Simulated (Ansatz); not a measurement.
Basis-set extrapolation for C6H8 (`C1=C[C@H]2C[C@H]2C1`) (PBE0-D4/def2-TZVP geometry, frozen core, Ansatz). Multiplicity 1, RHF reference.

```
                      def2-TZVPP   def2-QZVPP
                 HF  -231.893981  -231.904111
    MP2 correlation    -0.983106    -1.044096
CCSD(T) correlation    -1.070721      not run
```

Energies in hartree. Use E(X) = E(∞) + A·exp(−7.88·√X) for Hartree–Fock and E(X) = E(∞) + B·X^(−2.97) for correlation, with X = 3 and 4, and add CCSD(T) minus MP2 of the smaller set to the MP2 limit.

Problem. What is the CCSD(T) energy at the basis-set limit?

Solution. HF limit: -231.904111 + (-0.010130) × 0.13774 = -231.90551. MP2 limit: -1.044096 + (-0.060990) × 0.74074 = -1.08927. Higher-order term: -1.070721 − (-0.983106) = -0.08761. Total: -233.08239 hartree, 309.0 kJ/mol below CCSD(T)/def2-TZVPP.
